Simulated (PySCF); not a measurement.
**trans-1-Chloro-2-Fluoroethylene: NMR shifts, electronic excitations and K edges in gas and solvents**

Aim: compute the NMR shifts, electronic excitations and K edges of trans-1-Chloro-2-Fluoroethylene (`F/C=C/Cl`), and see what a dielectric continuum does where one was used.

Computed with PySCF 2.14.0, with density-fitted response routines of our own, on a single molecule, in the gas phase or a continuum. Atoms count from 0, in the outputs and in this text.

## Step 1: The starting structure

6 atoms, charge 0, multiplicity 1; geometry from: GFN2-xTB.

Bonds of the start (Å): F0–C1 1.34, C1–C2 1.32, C2–Cl3 1.71, C1–H4 1.08, C2–H5 1.08.

## Step 2: Relaxing the molecule at PBE0-D3(BJ)/def2-SVP

Job settings and geometry (Å):

```
{"job": {"xc": "PBE0", "basis": "def2-SVP", "d3": "d3bj", "grid": 1, "kind": "geom"}, "charge": 0, "multiplicity": 1}
F     -1.740358     0.516204    -0.051592
C     -0.642171    -0.245665     0.018796
C      0.559167     0.303293    -0.031454
Cl     1.980198    -0.641437     0.056738
H     -0.865694    -1.297145     0.115017
H      0.711981     1.366741    -0.129080
```

Output:

```text
step   0  E = -636.80200908  max force = 0.017417
step   1  E = -636.80260224  max force = 0.003759
step   2  E = -636.80258403  max force = 0.002203
step   3  E = -636.80262081  max force = 0.000579
step   4  E = -636.80262382  max force = 0.000621
step   5  E = -636.80263081  max force = 0.000171
optimisation converged
```

Wall time 12 s (1 thread, shared host).

The steps of the relaxation:

```csv
step,energy from step 0 (eV),largest force component (eV/Å)
0,0.0000,0.8956
1,-0.0161,0.1933
2,-0.0156,0.1133
3,-0.0166,0.0298
4,-0.0167,0.0319
5,-0.0169,0.0088
```

Distances of close pairs at the start and the end, largest changes first:

```csv
bond,before (Å),after (Å),change (Å)
C1–H4,1.079,1.094,+0.014
C2–H5,1.079,1.092,+0.013
F0–C1,1.338,1.326,-0.013
C2–Cl3,1.709,1.718,+0.010
C1–C2,1.322,1.331,+0.009
```

The end geometry stands in the next job.

```
                         at the end point                 value
  point group (found at 0.08 Å tolerance)                    Cs
rotational constants (GHz, main isotopes)  54.628, 2.469, 2.363
                        dipole moment (D)                  0.18
```

## Step 3: Shielding tensors: PBE0/pcSseg-1 in acetone

Job settings and geometry (Å):

```
{"job": {"kind": "nmr", "xc": "PBE0", "basis": "pcSseg-1", "solvent": "acetone", "pop": true}, "charge": 0, "multiplicity": 1}
F     -1.471824     0.493862    -0.191613
C     -0.381573    -0.248293    -0.056867
C      0.831525     0.298469    -0.064524
Cl     2.251059    -0.654631     0.105477
H     -0.579411    -1.317920     0.055019
H      0.983594     1.373805    -0.178572
```

Level: GIAO PBE0/pcSseg-1 NMR shielding, non-relativistic, IEF-PCM acetone.

Output:

```text
coarse grid: 6128 points
cycle   1  E = -636.9929479578  dE =  4.765e-01  |g| = 3.765e-01  |ddm| = 2.225e+00
cycle   2  E = -636.9809035639  dE =  1.204e-02  |g| = 4.860e-01  |ddm| = 5.044e-01
cycle   3  E = -637.0160948162  dE = -3.519e-02  |g| = 4.852e-02  |ddm| = 2.982e-01
cycle   4  E = -637.0164709449  dE = -3.761e-04  |g| = 1.245e-02  |ddm| = 3.808e-02
cycle   5  E = -637.0164939129  dE = -2.297e-05  |g| = 6.625e-03  |ddm| = 1.486e-02
cycle   6  E = -637.0165043600  dE = -1.045e-05  |g| = 1.475e-03  |ddm| = 5.483e-03
cycle   7  E = -637.0165047951  dE = -4.350e-07  |g| = 2.847e-04  |ddm| = 1.333e-03
final grid: 56512 points
cycle   8  E = -637.0460355477  dE = -2.036e-05  |g| = 5.071e-03  |ddm| = 1.270e-02
cycle   9  E = -637.0460329493  dE =  2.598e-06  |g| = 6.306e-03  |ddm| = 7.155e-03
cycle  10  E = -637.0460403524  dE = -7.403e-06  |g| = 9.375e-04  |ddm| = 4.139e-03
cycle  11  E = -637.0460404683  dE = -1.159e-07  |g| = 2.024e-04  |ddm| = 7.306e-04
cycle  12  E = -637.0460404764  dE = -8.056e-09  |g| = 6.704e-05  |ddm| = 1.916e-04
cycle  13  E = -637.0460404774  dE = -1.025e-09  |g| = 1.820e-05  |ddm| = 5.989e-05
cycle  14  E = -637.0460404775  dE = -7.162e-11  |g| = 4.251e-06  |ddm| = 1.578e-05
converged SCF energy = -637.0460404775

GIAO shielding tensors (ppm)
atom      isotropic    diamagn.    paramagn.     s11        s22        s33       span
  0 F      303.226     471.812    -168.585    224.338    275.836    409.505    185.166
  1 C       21.067     248.275    -227.208    -80.146     66.675     76.672    156.818
  2 C       65.828     254.961    -189.134    -27.436     94.391    130.529    157.965
  3 Cl     846.757    1145.682    -298.925    703.572    816.486   1020.213    316.641
  4 H       23.958      27.933      -3.975     21.223     22.870     27.782      6.558
  5 H       24.864      28.513      -3.649     21.062     25.966     27.564      6.501
```

It took 7.2 s on 1 thread, shared host.

The references, computed at this level on geometries of the same kind, shield at (ppm): 1H TMS 31.24, 13C TMS 185.4, 19F CFCl3 180.4. Their shielding less the atom's gives the shift. The references are single molecules in the same continuum, so shifts against H2O, NH3, PH3, H3PO4 or CFCl3 are not on the usual liquid scales and can be off by tens of ppm.

```
atoms               environment  σ (ppm)  δ (ppm)
   C1                 alkene CH     21.1    164.4
   C2                 alkene CH     65.8    119.6
   H4  hydrogen on an alkene CH    23.96     7.28
   H5  hydrogen on an alkene CH    24.86     6.38
   F0          vinylic fluorine    303.2   -122.8
  Cl3      chlorine bonded to C      847        –
```

The run also stored atomic charges by several schemes (e):

```
atoms  Mulliken    IAO  Hirshfeld  ESP fit
   F0     -0.27  -0.26      -0.08    -0.16
   C1      0.26   0.14       0.04     0.15
   C2     -0.22  -0.24      -0.06    -0.37
  Cl3     -0.10  -0.02      -0.04    -0.06
```

Mayer bond orders: F0–C1 0.96, C1–C2 1.84, C2–Cl3 1.00.

## Step 4: NMR shieldings: PBE0/pcSseg-1 in chloroform

Job settings and geometry (Å):

```
{"job": {"kind": "nmr", "xc": "PBE0", "basis": "pcSseg-1", "solvent": "chloroform", "pop": false}, "charge": 0, "multiplicity": 1}
F     -1.471824     0.493862    -0.191613
C     -0.381573    -0.248293    -0.056867
C      0.831525     0.298469    -0.064524
Cl     2.251059    -0.654631     0.105477
H     -0.579411    -1.317920     0.055019
H      0.983594     1.373805    -0.178572
```

Method: GIAO PBE0/pcSseg-1 NMR shielding, non-relativistic, IEF-PCM chloroform.

Output:

```text
coarse grid: 6128 points
cycle   1  E = -636.9916843505  dE =  4.777e-01  |g| = 3.786e-01  |ddm| = 2.225e+00
cycle   2  E = -636.9789156656  dE =  1.277e-02  |g| = 4.923e-01  |ddm| = 5.160e-01
cycle   3  E = -637.0151976672  dE = -3.628e-02  |g| = 4.920e-02  |ddm| = 3.063e-01
cycle   4  E = -637.0155852724  dE = -3.876e-04  |g| = 1.301e-02  |ddm| = 3.928e-02
cycle   5  E = -637.0156106433  dE = -2.537e-05  |g| = 7.008e-03  |ddm| = 1.564e-02
cycle   6  E = -637.0156224334  dE = -1.179e-05  |g| = 1.479e-03  |ddm| = 5.827e-03
cycle   7  E = -637.0156228679  dE = -4.344e-07  |g| = 2.967e-04  |ddm| = 1.389e-03
final grid: 56512 points
cycle   8  E = -637.0451584631  dE = -2.032e-05  |g| = 5.088e-03  |ddm| = 1.269e-02
cycle   9  E = -637.0451557199  dE =  2.743e-06  |g| = 6.373e-03  |ddm| = 7.240e-03
cycle  10  E = -637.0451632906  dE = -7.571e-06  |g| = 9.492e-04  |ddm| = 4.236e-03
cycle  11  E = -637.0451634102  dE = -1.197e-07  |g| = 2.122e-04  |ddm| = 7.535e-04
cycle  12  E = -637.0451634192  dE = -8.994e-09  |g| = 7.082e-05  |ddm| = 2.044e-04
cycle  13  E = -637.0451634204  dE = -1.158e-09  |g| = 1.826e-05  |ddm| = 6.302e-05
cycle  14  E = -637.0451634204  dE = -7.344e-11  |g| = 4.426e-06  |ddm| = 1.665e-05
converged SCF energy = -637.0451634204

GIAO shielding tensors (ppm)
atom      isotropic    diamagn.    paramagn.     s11        s22        s33       span
  0 F      302.244     471.709    -169.465    223.455    275.280    407.997    184.542
  1 C       21.517     248.283    -226.766    -79.332     67.203     76.680    156.012
  2 C       65.700     254.918    -189.218    -27.316     93.940    130.476    157.792
  3 Cl     844.290    1145.648    -301.358    699.339    814.983   1018.548    319.209
  4 H       24.029      28.042      -4.013     21.315     22.930     27.844      6.529
  5 H       24.922      28.601      -3.679     21.144     25.988     27.633      6.489
```

It took 5.1 s on 1 thread, shared host.

Key values: σ C1 21.5, C2 65.7, F0 302.2, Cl3 844, H4 24.03, H5 24.92 ppm.

## Step 5: Excited states and response: CAM-B3LYP/def2-SVPD

Job settings and geometry (Å):

```
{"job": {"kind": "uv", "xc": "CAM-B3LYP", "basis": "def2-SVPD", "dynamic": true, "nstates": 6, "ntriplets": 0}, "charge": 0, "multiplicity": 1}
F     -1.471824     0.493862    -0.191613
C     -0.381573    -0.248293    -0.056867
C      0.831525     0.298469    -0.064524
Cl     2.251059    -0.654631     0.105477
H     -0.579411    -1.317920     0.055019
H      0.983594     1.373805    -0.178572
```

Level: TDDFT CAM-B3LYP/def2-SVPD, vertical, gas phase, core orbitals frozen in the response.

Output:

```text
coarse grid: 6128 points
cycle   1  E = -636.9934746315  dE =  4.980e-01  |g| = 4.166e-01  |ddm| = 3.033e+00
cycle   2  E = -636.9893607961  dE =  4.114e-03  |g| = 4.847e-01  |ddm| = 9.003e-01
cycle   3  E = -637.0292925003  dE = -3.993e-02  |g| = 5.208e-02  |ddm| = 4.208e-01
cycle   4  E = -637.0297061637  dE = -4.137e-04  |g| = 1.896e-02  |ddm| = 6.065e-02
cycle   5  E = -637.0297872567  dE = -8.109e-05  |g| = 6.234e-03  |ddm| = 3.035e-02
cycle   6  E = -637.0297969707  dE = -9.714e-06  |g| = 1.799e-03  |ddm| = 1.063e-02
final grid: 56512 points
cycle   7  E = -637.1044775650  dE = -1.215e-05  |g| = 4.224e-03  |ddm| = 3.158e-02
cycle   8  E = -637.1044755403  dE =  2.025e-06  |g| = 5.297e-03  |ddm| = 1.064e-02
cycle   9  E = -637.1044814640  dE = -5.924e-06  |g| = 4.079e-04  |ddm| = 5.985e-03
cycle  10  E = -637.1044814984  dE = -3.441e-08  |g| = 9.530e-05  |ddm| = 5.907e-04
cycle  11  E = -637.1044815009  dE = -2.481e-09  |g| = 1.819e-05  |ddm| = 1.626e-04
cycle  12  E = -637.1044815010  dE = -9.641e-11  |g| = 3.414e-06  |ddm| = 3.934e-05
converged SCF energy = -637.1044815010

Static polarisability (au): isotropic 40.317, principal 29.019 36.619 55.312

Singlet excitations
state   eV       nm        f      main configurations
  1   6.3588    195.0   0.00354   H->L+1 0.89
  2   6.7763    183.0   0.27829   H->L 0.96
  3   7.3872    167.8   0.00000   H->L+2 0.83, H->L+3 0.09
  4   7.5630    163.9   0.00005   H->L+3 0.85, H->L+2 0.09
  5   7.6497    162.1   0.00019   H-1->L 0.97
  6   8.0780    153.5   0.00423   H-1->L+1 0.80
```

It took 8.3 s on 1 thread, shared host.

The orbitals next to the gap, with their largest atomic shares:

| orbital | eV | atoms |
| --- | --- | --- |
| HOMO−3 | -12.91 | F0 52 %, C1 21 %, H4 13 % |
| HOMO−2 | -12.18 | Cl3 60 %, C2 24 %, C1 8 % |
| HOMO−1 | -10.74 | Cl3 80 %, C2 12 % |
| HOMO | -8.86 | Cl3 32 %, C2 28 %, C1 25 % |
| LUMO | 0.77 | C1 35 %, C2 34 %, Cl3 10 % |
| LUMO+1 | 1.28 | Cl3 49 %, C1 18 %, C2 13 % |
| LUMO+2 | 1.70 | Cl3 45 %, C1 21 %, C2 19 % |

With each of the 6 states as a Gaussian band of 0.4 eV half-width at 1/e, the curve within the window shown has maxima at 183 nm (ε 11,000), 154 nm (ε 170) L/(mol cm). Beyond the last state computed it falls off for lack of states. The curve at chosen wavelengths:

```json
{"nm": "148", "ε (L/mol/cm)": "98"}
{"nm": "151", "ε (L/mol/cm)": "154"}
{"nm": "153", "ε (L/mol/cm)": "173"}
{"nm": "156", "ε (L/mol/cm)": "161"}
{"nm": "159", "ε (L/mol/cm)": "130"}
{"nm": "161", "ε (L/mol/cm)": "133"}
{"nm": "164", "ε (L/mol/cm)": "283"}
{"nm": "167", "ε (L/mol/cm)": "833"}
{"nm": "169", "ε (L/mol/cm)": "1592"}
{"nm": "172", "ε (L/mol/cm)": "3505"}
{"nm": "175", "ε (L/mol/cm)": "6211"}
{"nm": "177", "ε (L/mol/cm)": "8132"}
{"nm": "180", "ε (L/mol/cm)": "10441"}
{"nm": "183", "ε (L/mol/cm)": "11316"}
{"nm": "186", "ε (L/mol/cm)": "10526"}
{"nm": "188", "ε (L/mol/cm)": "9283"}
{"nm": "191", "ε (L/mol/cm)": "6921"}
{"nm": "194", "ε (L/mol/cm)": "4605"}
{"nm": "196", "ε (L/mol/cm)": "3317"}
{"nm": "199", "ε (L/mol/cm)": "1883"}
{"nm": "202", "ε (L/mol/cm)": "990"}
{"nm": "204", "ε (L/mol/cm)": "623"}
{"nm": "207", "ε (L/mol/cm)": "297"}
{"nm": "210", "ε (L/mol/cm)": "137"}
{"nm": "212", "ε (L/mol/cm)": "80"}
{"nm": "215", "ε (L/mol/cm)": "35"}
```

Further results of this job:

```
           property  computed
  dipole moment (D)      0.14
polarisability (Å³)      5.97
 HOMO–LUMO gap (eV)      9.63
      −ε(HOMO) (eV)      8.86
C6 with itself (au)       685
```

## Step 6: Ultraviolet spectrum: CAM-B3LYP/def2-SVPD in acetone

Job settings and geometry (Å):

```
{"job": {"kind": "uv", "xc": "CAM-B3LYP", "basis": "def2-SVPD", "solvent": "acetone", "nstates": 6, "ntriplets": 0}, "charge": 0, "multiplicity": 1}
F     -1.471824     0.493862    -0.191613
C     -0.381573    -0.248293    -0.056867
C      0.831525     0.298469    -0.064524
Cl     2.251059    -0.654631     0.105477
H     -0.579411    -1.317920     0.055019
H      0.983594     1.373805    -0.178572
```

Level: TDDFT CAM-B3LYP/def2-SVPD, vertical, IEF-PCM acetone (non-equilibrium linear response), core orbitals frozen in the response.

Output:

```text
coarse grid: 6128 points
cycle   1  E = -636.9997680886  dE =  4.919e-01  |g| = 4.053e-01  |ddm| = 3.029e+00
cycle   2  E = -636.9987949521  dE =  9.731e-04  |g| = 4.555e-01  |ddm| = 8.294e-01
cycle   3  E = -637.0332817738  dE = -3.449e-02  |g| = 5.124e-02  |ddm| = 3.841e-01
cycle   4  E = -637.0336922775  dE = -4.105e-04  |g| = 1.638e-02  |ddm| = 5.978e-02
cycle   5  E = -637.0337538668  dE = -6.159e-05  |g| = 5.170e-03  |ddm| = 2.740e-02
cycle   6  E = -637.0337606559  dE = -6.789e-06  |g| = 1.450e-03  |ddm| = 8.659e-03
final grid: 56512 points
cycle   7  E = -637.1084210708  dE = -1.256e-05  |g| = 3.921e-03  |ddm| = 3.087e-02
cycle   8  E = -637.1084198414  dE =  1.229e-06  |g| = 4.746e-03  |ddm| = 9.157e-03
cycle   9  E = -637.1084243090  dE = -4.468e-06  |g| = 3.514e-04  |ddm| = 4.899e-03
cycle  10  E = -637.1084243331  dE = -2.409e-08  |g| = 8.629e-05  |ddm| = 5.003e-04
cycle  11  E = -637.1084243351  dE = -2.018e-09  |g| = 1.379e-05  |ddm| = 1.378e-04
cycle  12  E = -637.1084243352  dE = -5.502e-11  |g| = 6.272e-06  |ddm| = 3.238e-05
converged SCF energy = -637.1084243352

Static polarisability (au): isotropic 51.802, principal 37.595 47.343 70.469

Singlet excitations
state   eV       nm        f      main configurations
  1   6.3480    195.3   0.00442   H->L+1 0.89, H->L+7 0.08
  2   6.7511    183.7   0.34479   H->L 0.97
  3   7.3639    168.4   0.00001   H->L+2 0.90
  4   7.7290    160.4   0.00052   H->L+3 0.84
  5   7.7736    159.5   0.00012   H-1->L 0.90
  6   8.1034    153.0   0.00660   H-1->L+1 0.84
```

It took 7.5 s on 1 thread, shared host.

This run: HOMO -8.74 eV, LUMO 0.99 eV; lowest singlet 6.35 eV.

## Step 7: Ultraviolet spectrum: CAM-B3LYP/def2-SVPD in chloroform

Job settings and geometry (Å):

```
{"job": {"kind": "uv", "xc": "CAM-B3LYP", "basis": "def2-SVPD", "solvent": "chloroform", "nstates": 6, "ntriplets": 0}, "charge": 0, "multiplicity": 1}
F     -1.471824     0.493862    -0.191613
C     -0.381573    -0.248293    -0.056867
C      0.831525     0.298469    -0.064524
Cl     2.251059    -0.654631     0.105477
H     -0.579411    -1.317920     0.055019
H      0.983594     1.373805    -0.178572
```

Level: TDDFT CAM-B3LYP/def2-SVPD, vertical, IEF-PCM chloroform (non-equilibrium linear response), core orbitals frozen in the response.

Output:

```text
coarse grid: 6128 points
cycle   1  E = -636.9983636413  dE =  4.932e-01  |g| = 4.076e-01  |ddm| = 3.030e+00
cycle   2  E = -636.9967584400  dE =  1.605e-03  |g| = 4.615e-01  |ddm| = 8.408e-01
cycle   3  E = -637.0323264413  dE = -3.557e-02  |g| = 5.142e-02  |ddm| = 3.910e-01
cycle   4  E = -637.0327376318  dE = -4.112e-04  |g| = 1.687e-02  |ddm| = 5.970e-02
cycle   5  E = -637.0328024431  dE = -6.481e-05  |g| = 5.370e-03  |ddm| = 2.790e-02
cycle   6  E = -637.0328097134  dE = -7.270e-06  |g| = 1.530e-03  |ddm| = 9.026e-03
final grid: 56512 points
cycle   7  E = -637.1074749862  dE = -1.247e-05  |g| = 3.991e-03  |ddm| = 3.102e-02
cycle   8  E = -637.1074736017  dE =  1.385e-06  |g| = 4.867e-03  |ddm| = 9.480e-03
cycle   9  E = -637.1074783700  dE = -4.768e-06  |g| = 3.622e-04  |ddm| = 5.129e-03
cycle  10  E = -637.1074783959  dE = -2.588e-08  |g| = 8.749e-05  |ddm| = 5.172e-04
cycle  11  E = -637.1074783979  dE = -2.075e-09  |g| = 1.404e-05  |ddm| = 1.415e-04
cycle  12  E = -637.1074783980  dE = -5.707e-11  |g| = 5.396e-06  |ddm| = 3.239e-05
converged SCF energy = -637.1074783980

Static polarisability (au): isotropic 48.602, principal 34.924 44.217 66.667

Singlet excitations
state   eV       nm        f      main configurations
  1   6.3471    195.3   0.00444   H->L+1 0.89, H->L+7 0.08
  2   6.7049    184.9   0.35187   H->L 0.97
  3   7.3641    168.4   0.00001   H->L+2 0.90
  4   7.6877    161.3   0.00039   H->L+3 0.87
  5   7.7440    160.1   0.00018   H-1->L 0.93
  6   8.0936    153.2   0.00640   H-1->L+1 0.83
```

Wall time 7.4 s (1 thread, shared host).

This run: HOMO -8.76 eV, LUMO 0.95 eV; lowest singlet 6.35 eV.

## Step 8: Core excitations: BHandHLYP/def2-SVPD+aug-pcX-1+pcseg-1

Job settings and geometry (Å):

```
{"job": {"kind": "xas", "xc": "BHandHLYP", "basis": {"default": "aug-pcX-1", "H": "pcseg-1", "Cl": "def2-SVPD"}}, "charge": 0, "multiplicity": 1}
F     -1.471824     0.493862    -0.191613
C     -0.381573    -0.248293    -0.056867
C      0.831525     0.298469    -0.064524
Cl     2.251059    -0.654631     0.105477
H     -0.579411    -1.317920     0.055019
H      0.983594     1.373805    -0.178572
```

Method: core-valence-separated TDA BHandHLYP/aug-pcX-1 H:pcseg-1 Cl:def2-SVPD, K edges, non-relativistic, gas phase.

Output:

```text
coarse grid: 6128 points
cycle   1  E = -637.0892556812  dE =  5.156e-01  |g| = 4.267e-01  |ddm| = 2.874e+00
cycle   2  E = -637.0928789884  dE = -3.623e-03  |g| = 4.452e-01  |ddm| = 5.945e-01
cycle   3  E = -637.1244849846  dE = -3.161e-02  |g| = 4.875e-02  |ddm| = 3.041e-01
cycle   4  E = -637.1248245342  dE = -3.395e-04  |g| = 1.730e-02  |ddm| = 4.717e-02
cycle   5  E = -637.1248871480  dE = -6.261e-05  |g| = 6.341e-03  |ddm| = 2.054e-02
cycle   6  E = -637.1248967745  dE = -9.626e-06  |g| = 1.431e-03  |ddm| = 7.821e-03
final grid: 56512 points
cycle   7  E = -637.1689128234  dE = -4.162e-05  |g| = 3.361e-03  |ddm| = 1.594e-02
cycle   8  E = -637.1689122794  dE =  5.440e-07  |g| = 3.558e-03  |ddm| = 5.995e-03
cycle   9  E = -637.1689150103  dE = -2.731e-06  |g| = 3.838e-04  |ddm| = 3.213e-03
cycle  10  E = -637.1689150322  dE = -2.188e-08  |g| = 1.896e-04  |ddm| = 4.774e-04
cycle  11  E = -637.1689150406  dE = -8.399e-09  |g| = 1.668e-05  |ddm| = 1.953e-04
cycle  12  E = -637.1689150407  dE = -8.845e-11  |g| = 7.952e-06  |ddm| = 3.350e-05
converged SCF energy = -637.1689150407

C K edge
   eV          f      from atoms
  284.111   0.05884   C2
  284.729   0.06982   C1
  285.502   0.05266   C2
  287.458   0.03679   C1
  287.548   0.02323   C2
  288.697   0.00069   C2
  288.861   0.01760   C1
  289.065   0.00491   C2
  289.294   0.00397   C2
  289.592   0.00688   C2
  289.683   0.00134   C1
  289.911   0.00595   C1

F K edge
   eV          f      from atoms
  685.992   0.01021   F0
  686.181   0.02454   F0
  687.873   0.01424   F0
  688.227   0.00210   F0
  688.839   0.00384   F0
  689.041   0.00141   F0
  689.257   0.00399   F0
  689.983   0.00353   F0
```

Run time: 5.9 s. Hardware: 1 thread, shared host.

## Step 9: Run by run: NMR shifts

Shifts (ppm), with basis size and wall time:

```
                        run     C1     C2    H4    H5      F0  functions   time
   PBE0/pcSseg-1 in acetone  164.4  119.6  7.28  6.38  -122.8         85  7.2 s
PBE0/pcSseg-1 in chloroform  163.6  119.5  7.22  6.33  -122.6         85  5.1 s
```

The continuum's effect on the ground state:

| solvent | ε | polarisation energy (Eh) | μ (D) |
| --- | --- | --- | --- |
| chloroform | 4.71 | -0.0030 | 0.33 |
| acetone | 20.49 | -0.0040 | 0.36 |

## Step 10: Comparing the runs: electronic excitations

Excitations and ground-state properties, with basis size and wall time:

```
                              run  lowest singlet (eV)  brightest (eV)      f  gap (eV)  α (Å³)  μ (D)  functions   time
              CAM-B3LYP/def2-SVPD                 6.36            6.78  0.278      9.63    5.97   0.14        106  8.3 s
   CAM-B3LYP/def2-SVPD in acetone                 6.35            6.75  0.345      9.73    7.68   0.22        106  7.5 s
CAM-B3LYP/def2-SVPD in chloroform                 6.35            6.70  0.352      9.71    7.20   0.19        106  7.4 s
```

The continuum's effect on the ground state:

```csv
solvent,ε,polarisation energy (Eh),μ (D)
chloroform,4.71,-0.0032,0.19
acetone,20.49,-0.0043,0.22
```

## Step 11: Results

| quantity | value |
| --- | --- |
| point group | Cs |
| rotational constants (main isotopes) | 54.63, 2.47, 2.36 GHz |
| 13C shifts against TMS (PBE0/pcSseg-1, acetone) | 164.4, 119.6 ppm |
| 1H shifts against TMS (PBE0/pcSseg-1, acetone) | 7.28, 6.38 ppm |
| 19F shifts against CFCl3 (PBE0/pcSseg-1, acetone) | -122.8 ppm |
| shieldings of Cl (PBE0/pcSseg-1, acetone) | Cl3 846.8 ppm |
| lowest singlet (CAM-B3LYP/def2-SVPD) | 6.36 eV (195 nm), f = 0.004 |
| brightest single state of those computed | state 2, 6.78 eV, f = 0.278 |
| C K edge | first line 284.11 eV, strongest 284.73 eV (f = 0.070) |
| F K edge | first line 685.99 eV, strongest 686.18 eV (f = 0.025) |
| range of the shift of C1 | 163.6 to 164.4 ppm |
| range of the lowest singlet | 6.35 to 6.36 eV |

What this shows: The optimisation took 5 steps and gained 0.017 eV; among the close pairs (by a distance rule), C1–H4 changed most, from 1.079 to 1.094 Å. No frequency check was run at this level, so the end point may be a saddle. At PBE0/pcSseg-1: The largest span, 317 ppm, is at Cl3, where the paramagnetic term is -299 ppm. The first singlet state (HOMO→LUMO+1 0.89) lies at 6.36 eV and is weak; of the 6 states computed, the strongest absorption comes from state 2 at 6.78 eV. At the C edge the strongest single line lifts a 1s electron of C1 into LUMO (weight 0.82), 0.6 eV above the first line. At the F edge the strongest single line lifts a 1s electron of F0 into several orbitals, led by LUMO+1 (weight 0.41), 0.2 eV above the first line. Absolute edge energies from this method are off by several eV; spacings are better. Among the atoms with a shift in every run: Across the 2 runs the shift of C1 moves most, between 163.6 (PBE0/pcSseg-1 in chloroform) and 164.4 ppm (PBE0/pcSseg-1 in acetone). Part of that comes from the computed reference. The continuum holds electrostatics alone: no hydrogen bonds to the solvent, and the gas-phase geometry is kept. The lowest singlet runs from 6.35 eV (CAM-B3LYP/def2-SVPD in chloroform) to 6.36 eV (CAM-B3LYP/def2-SVPD), while the orbital gap spans 9.63 to 9.73 eV. The lowest state need not be the same one in every run.
